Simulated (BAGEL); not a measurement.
# SiH4O (Si(OH)H3) at 3 levels

Aim: a comparison of 3 runs (HF/STO-3G, HF/3-21G, FCI/STO-3G) of SiH4O (Si(OH)H3). 

Program for the calculation: BAGEL 1.2.2.

4 further runs of the same task are left out: 3 that didn't finish, 1 set aside as unsound or not needed.

## Step 1: The system as given

SiH4O: 6 atoms, total charge 0, spin state singlet. SMILES: `[H][Si]([H])([H])O`. The O2–H3 distance was set to 1.715 Å, away from the relaxed value. At this shape a bond of the SMILES string is far longer than usual.

Bond lengths: Si1–O2 1.625 Å, Si1–H4 1.464 Å, Si1–H5 1.464 Å, Si1–H6 1.453 Å. Angles: O2–Si1–H4 110.3°, O2–Si1–H5 110.3°, O2–Si1–H6 101.4°, H4–Si1–H5 108.8°, H4–Si1–H6 112.9°, H5–Si1–H6 112.9°.

## Step 2: A single-point energy at HF/STO-3G (density fitting with qzvpp-jkfit) (run 1)

Contents of input.json:

```json
{ "bagel": [

{
  "title": "molecule",
  "basis": "sto-3g",
  "df_basis": "qzvpp-jkfit",
  "angstrom": true,
  "geometry": [
    { "atom": "Si", "xyz": [   -0.369448,   -0.685286,   -0.808039 ] },
    { "atom": "O", "xyz": [   -0.369048,   -0.662226,    0.817001 ] },
    { "atom": "H", "xyz": [    0.327320,    0.620940,    1.717260 ] },
    { "atom": "H", "xyz": [    1.003642,   -0.683086,   -1.316979 ] },
    { "atom": "H", "xyz": [   -1.069888,    0.488064,   -1.333319 ] },
    { "atom": "H", "xyz": [   -1.070108,   -1.929986,   -1.076559 ] }
  ]
},
{
  "title": "hf"
},
{
  "title": "print",
  "file": "orbitals.molden",
  "orbitals": true
}

]}
```

Command:

```bash
$ BAGEL_NUM_THREADS=1 BAGEL input.json > input.out
```

Log:

```text
* using 1 threads per process

  ===============================================================
  ===============================================================

  *** Geometry ***

  { "atom" : "Si", "xyz" : [     -0.698156,     -1.295003,     -1.526972 ] },
  { "atom" : "O", "xyz" : [     -0.697400,     -1.251426,      1.543908 ] },
  { "atom" : "H", "xyz" : [      0.618545,      1.173407,      3.245151 ] },
  { "atom" : "H", "xyz" : [      1.896609,     -1.290845,     -2.488730 ] },
  { "atom" : "H", "xyz" : [     -2.021795,      0.922307,     -2.519608 ] },
  { "atom" : "H", "xyz" : [     -2.022211,     -3.647145,     -2.034402 ] },

  Number of auxiliary basis functions:      277

  Since a DF basis is specified, we compute 2- and 3-index integrals:
    o Being stored without compression. Storage requirement is 0.001 GB

  Number of basis functions:       18
  Number of electrons      :       26

    * METHOD: MOLECULE                             0.32

  *** RHF ***

  === Nuclear Repulsion ===
    62.8996661954

      * DIIS with orbital gradients will be used.

  === RHF iteration (sto-3g) ===
      0       -361.40869986          0.03483487           0.01
      1       -361.48769403          0.02605739           0.01
      2       -361.54857931          0.00166398           0.01
      3       -361.54909925          0.00027642           0.02
      4       -361.54910918          0.00004250           0.02
      5       -361.54910959          0.00001126           0.01
      6       -361.54910963          0.00000559           0.01
      7       -361.54910964          0.00000192           0.01
      8       -361.54910964          0.00000045           0.01
      9       -361.54910964          0.00000009           0.01
     10       -361.54910964          0.00000005           0.02
     11       -361.54910964          0.00000003           0.01
     12       -361.54910964          0.00000001           0.02
     13       -361.54910964          0.00000000           0.01
    * SCF iteration converged.

    * Permanent dipole moment:
           (   -0.094783,    -0.168952,     0.444516) a.u.

    * METHOD: HF                                   0.46

    * METHOD: PRINT                                0.00

  ===============================================================
```

It took 1.7 s on 1 thread of Intel Xeon at 2.50GHz (Skylake/Cascade Lake), shared host.

## Step 3: A single-point energy at HF/3-21G (density fitting with qzvpp-jkfit) (run 2)

Contents of calc.json:

```json
{ "bagel": [

{
  "title": "molecule",
  "basis": "3-21g",
  "df_basis": "qzvpp-jkfit",
  "angstrom": "true",
  "geometry": [
    { "atom": "Si", "xyz": [   -0.369448,   -0.685286,   -0.808039 ] },
    { "atom": "O", "xyz": [   -0.369048,   -0.662226,    0.817001 ] },
    { "atom": "H", "xyz": [    0.327320,    0.620940,    1.717260 ] },
    { "atom": "H", "xyz": [    1.003642,   -0.683086,   -1.316979 ] },
    { "atom": "H", "xyz": [   -1.069888,    0.488064,   -1.333319 ] },
    { "atom": "H", "xyz": [   -1.070108,   -1.929986,   -1.076559 ] }
  ]
},
{ "title": "hf" },
{ "title": "print", "file": "orbitals.molden", "orbitals": "true" }

]}
```

Command:

```bash
$ BAGEL_NUM_THREADS=1 BAGEL calc.json > calc.out
```

Log:

```text
* using 1 threads per process

  ===============================================================
  ===============================================================

  *** Geometry ***

  { "atom" : "Si", "xyz" : [     -0.698156,     -1.295003,     -1.526972 ] },
  { "atom" : "O", "xyz" : [     -0.697400,     -1.251426,      1.543908 ] },
  { "atom" : "H", "xyz" : [      0.618545,      1.173407,      3.245151 ] },
  { "atom" : "H", "xyz" : [      1.896609,     -1.290845,     -2.488730 ] },
  { "atom" : "H", "xyz" : [     -2.021795,      0.922307,     -2.519608 ] },
  { "atom" : "H", "xyz" : [     -2.022211,     -3.647145,     -2.034402 ] },

  Number of auxiliary basis functions:      277

  Since a DF basis is specified, we compute 2- and 3-index integrals:
    o Being stored without compression. Storage requirement is 0.002 GB

  Number of basis functions:       30
  Number of electrons      :       26

    * METHOD: MOLECULE                             0.20

  *** RHF ***

  === Nuclear Repulsion ===
    62.8996661954

      * DIIS with orbital gradients will be used.

  === RHF iteration (3-21g) ===
      0       -363.80863707          0.04717182           0.02
      1       -363.85376945          0.04719691           0.01
      2       -364.00605947          0.00338276           0.01
      3       -364.00856773          0.00097447           0.02
      4       -364.00883852          0.00022868           0.01
      5       -364.00885509          0.00006627           0.01
      6       -364.00885629          0.00003299           0.01
      7       -364.00885672          0.00001727           0.02
      8       -364.00885683          0.00000429           0.02
      9       -364.00885683          0.00000100           0.02
     10       -364.00885683          0.00000029           0.02
     11       -364.00885683          0.00000007           0.02
     12       -364.00885683          0.00000003           0.02
     13       -364.00885683          0.00000001           0.05
     14       -364.00885683          0.00000001           0.01
    * SCF iteration converged.

    * Permanent dipole moment:
           (   -0.318675,    -0.582370,     0.167999) a.u.

    * METHOD: HF                                   0.51

    * METHOD: PRINT                                0.01

  ===============================================================
```

Run time: 1.6 s. Hardware: 1 thread of Intel Xeon at 2.50GHz (Skylake/Cascade Lake), shared host.

## Step 4: A single-point energy at FCI/STO-3G (density fitting with qzvpp-jkfit) (run 3)

Contents of job.json:

```json
{ "bagel": [

{
  "title": "molecule",
  "basis": "sto-3g",
  "df_basis": "qzvpp-jkfit",
  "angstrom": "true",
  "geometry": [
    { "atom": "Si", "xyz": [      -0.369448,      -0.685286,      -0.808039 ] },
    { "atom": "O", "xyz": [      -0.369048,      -0.662226,       0.817001 ] },
    { "atom": "H", "xyz": [       0.327320,       0.620940,       1.717260 ] },
    { "atom": "H", "xyz": [       1.003642,      -0.683086,      -1.316979 ] },
    { "atom": "H", "xyz": [      -1.069888,       0.488064,      -1.333319 ] },
    { "atom": "H", "xyz": [      -1.070108,      -1.929986,      -1.076559 ] }
  ]
},

{
  "title": "hf"
},

{
  "title": "fci",
  "nstate": 1,
  "ncore": 6
}

]}
```

Command:

```bash
$ BAGEL_NUM_THREADS=1 BAGEL job.json > job.out
```

Log:

```text
* using 1 threads per process

  ===============================================================
  ===============================================================

  *** Geometry ***

  { "atom" : "Si", "xyz" : [     -0.698156,     -1.295003,     -1.526972 ] },
  { "atom" : "O", "xyz" : [     -0.697400,     -1.251426,      1.543908 ] },
  { "atom" : "H", "xyz" : [      0.618545,      1.173407,      3.245151 ] },
  { "atom" : "H", "xyz" : [      1.896609,     -1.290845,     -2.488730 ] },
  { "atom" : "H", "xyz" : [     -2.021795,      0.922307,     -2.519608 ] },
  { "atom" : "H", "xyz" : [     -2.022211,     -3.647145,     -2.034402 ] },

  Number of auxiliary basis functions:      277

[... 21 lines left out ...]
    * SCF iteration converged.
[... 1 line left out ...]
    * Permanent dipole moment:
[... 41 lines left out ...]
     * ci vector, state   0, <S^2> = 0.0000
       2222222.....     0.8807660869
       222222.2....    -0.3510020367
       222a22b2....     0.0815821565
       222b22a2....     0.0815821565
       2222a2b2....    -0.0644218699
       2222b2a2....    -0.0644218699
       2222b22a....     0.0584060746
       2222a22b....     0.0584060746

    * METHOD: FCI                                 86.61

  ===============================================================
```

Run time: 88 s. Hardware: 1 thread of Intel Xeon at 2.50GHz (Skylake/Cascade Lake), shared host; peak memory 0.99 GiB.

## Step 5: Overview of the runs

| run | level | number of roots | frozen core orbitals | energy (Eh) | dipole moment (D) | HOMO energy (eV) | LUMO energy (eV) | wall time |
| --- | --- | --- | --- | --- | --- | --- | --- | --- |
| 1 | HF/STO-3G (density fitting with qzvpp-jkfit) | – | – | -361.549110 | 1.23 | -8.17 | 5.32 | 1.7 s |
| 2 | HF/3-21G (density fitting with qzvpp-jkfit) | – | – | -364.008857 | 1.74 | -11.51 | 0.89 | 1.6 s |
| 3 | FCI/STO-3G (density fitting with qzvpp-jkfit) | 1 | 6 | -361.744703 | – | – | – | 88 s |

## Step 6: Outcome

```
           quantity          value
run 3: total energy  -361.74470 Eh
```

In words: Against full CI in this basis: HF +195.6 mEh. In runs 1, 3 the basis is minimal, so the values are rough. In runs 1, 2 a closed-shell determinant meets a far-stretched bond, which it describes badly. All runs together took 91 s, the longest 88 s.
